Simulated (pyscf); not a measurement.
Optimised with ωB97X-D3(BJ)/def2-SVP in PySCF.

Problem. For the elementary gas-phase step HN=Zr(Cl)–Cl (SMILES [NH]=[Zr]([Cl])[Cl]) + H₂O (SMILES O) → H₂N–Zr(OH)(Cl)–Cl (SMILES [NH2][Zr]([OH])([Cl])[Cl]) (singlet surface; H–O broken, H–N, O–Zr formed), what barrier and reaction energy does ωB97M-D3(BJ)/def2-TZVP give, measured from the separated reactants?

Solution. ΔE‡ = -24.3 kcal/mol, ΔE = -79.0 kcal/mol. Zero-point energy shifts the barrier by -0.3 kcal/mol. It is an addition across a multiple bond or ene-type step, with an imaginary mode of 1293i cm⁻¹. On the reactant side the descent ends in an adduct with a O–Zr contact, 35.6 kcal/mol under the separated species and 8.8 kcal/mol under the saddle at ωB97X-D3(BJ)/def2-TZVP. At ωB97M-D3(BJ) the saddle lies under the separated reactants, which points to a path from their complex (located at ωB97X-D3(BJ) alone). What is counted as formed (O–Zr) is already present as a longer contact in the reactant adduct; forming that adduct is a step of its own. At the saddle there is also a short H–Zr contact that neither side keeps. At ωB97X-D3(BJ)/def2-TZVP the barrier from the zero used here is -26.8 kcal/mol. One saddle was located; it need not be the lowest between these sides. Elements past Kr carry the def2 core potentials, without spin-orbit coupling.
